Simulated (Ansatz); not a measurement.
We consider bcc Nb, described by PBE0-D3(BJ) (Ansatz, a quantum-chemistry and plane-wave program, plane waves, PAW).

The input as run:

Ansatz 0.2 input:
```yaml
crystal:
  lattice:
    - [-1.6274086874, 1.6274086874, 1.6274086874]
    - [1.6274086874, -1.6274086874, 1.6274086874]
    - [1.6274086874, 1.6274086874, -1.6274086874]
  atoms:
    - { symbol: Nb, position: [0.0, 0.0, 0.0] }
basis:
  ecutwfc: 460
  ecutrho_ratio: 4
  xc_grid: 2
kpoints:
  mp_grid: { grid: [14, 14, 14] }
hamiltonian:
  xc: pbe0
  dispersion: d3bj
  pseudopotentials: { kind: paw }
scf:
  occupations: { method: fermi_dirac, width: 0.05 }
  convergence: { dr2_threshold: 0.0000000001 }
output:
  forces: false
  stress: true
  eigenvalues: true
```

The run printed, among other lines:

```
WARN output.stress: scf.exx.energy_threshold = 1e-6 eV is looser than the 1e-8 eV advised for a stress under a hybrid functional (1e-8 eV for each atom of the …
Crystal: 1 atoms, lattice volume = 17.241 Å³
Basis set: ecut = 460 eV, 381 PW (Γ), exchange–correlation on 40×40×40 points (8 copies of the dense FFT grid, shifted against one another)
Bands: 11, of which v1, the nominal top of the filled ones, is band 7 counted from 1 (6 counted from 0)
Symmetry: 48 space group operations
Space group: Im-3m (ITA 229), of the structure as read, at distance tolerance 2.6e-5 Å
k-points: 104 of 2744
Functional: x = pbe(κ = 0.804, μ = 0.2195149727645171), c = pbe(β = 0.06672455060314922), warm-up for x = 0.75 pbe(κ = 0.804, μ = 0.2195149727645171) + 0.25 exact, c = pbe(β = 0.06672455060314922)
SCF iter   1: F=—  HF=-4553.136038 eV  |F-HF|=—  |Δ(HF+E_count)|=         —  Δρ=5.22e-3  dr2=3.44e-3
SCF iter   2: F=—  HF=-4553.135280 eV  |F-HF|=—  |Δ(HF+E_count)|=   7.58e-4  Δρ=1.85e-3  dr2=2.49e-4
  ...
SCF 1 converged in 6 iterations: F = -4553.135292 eV  dr2 = 4.08e-12
Crystal: 1 atoms, lattice volume = 17.241 Å³
Initial density: handed on by an earlier stage of this run
Functional: x = 0.75 pbe(κ = 0.804, μ = 0.2195149727645171) + 0.25 exact, c = pbe(β = 0.06672455060314922)
  ...
Crystal: 1 atoms, lattice volume = 17.241 Å³
SCF 6 converged in 5 iterations: F = -4554.685069 eV  dr2 = 4.07e-12
Crystal: 1 atoms, lattice volume = 17.241 Å³
SCF 7 converged in 4 iterations: F = -4554.685438 eV  dr2 = 9.01e-11
Crystal: 1 atoms, lattice volume = 17.241 Å³
SCF 8 converged in 6 iterations: F = -4554.685729 eV  dr2 = 2.58e-11
Crystal: 1 atoms, lattice volume = 17.241 Å³
SCF 9 converged in 4 iterations: F = -4554.685904 eV  dr2 = 8.58e-11
Crystal: 1 atoms, lattice volume = 17.241 Å³
SCF 10 converged in 5 iterations: F = -4554.686159 eV  dr2 = 1.45e-11
Crystal: 1 atoms, lattice volume = 17.241 Å³
SCF 11 converged in 4 iterations: F = -4554.686462 eV  dr2 = 7.14e-11
Crystal: 1 atoms, lattice volume = 17.241 Å³
SCF 12 converged in 4 iterations: F = -4554.686704 eV  dr2 = 2.64e-11
Crystal: 1 atoms, lattice volume = 17.241 Å³
Crystal: 1 atoms, lattice volume = 17.241 Å³
SCF 14 converged in 8 iterations: F = -4554.687002 eV  dr2 = 6.01e-12
Crystal: 1 atoms, lattice volume = 17.241 Å³
SCF iter   1: F=—  HF=-4554.687002 eV  |F-HF|=—  |Δ(HF+E_count)|=         —  Δρ=1.94e-7  dr2=5.66e-12
SCF iter   2: F=-4554.687002 eV  HF=-4554.687002 eV  |F-HF|=2.73e-12  |Δ(HF+E_count)|=  4.55e-12  Δρ=7.74e-8  dr2=6.90e-13
SCF 15 converged in 2 iterations: F = -4554.687002 eV  dr2 = 6.90e-13
Free energy (F): -4554.687002 eV
Internal energy: -4554.683924 eV  (E = F + TS)
E sigma→0 (E₀):  -4554.685463 eV
Fermi energy:    18.516213 eV
--- Stress (GPa, compression-positive) ---
       -0.763196      -0.000000      -0.000000
       -0.000000      -0.763196      -0.000000
        0.000000       0.000000      -0.763196
  P = ⅓ Tr σ = -0.7632 GPa (-7.632 kbar)
```

The PAW data were made under PBE.

Note: the run warned that the count of filled bands differs between k points.
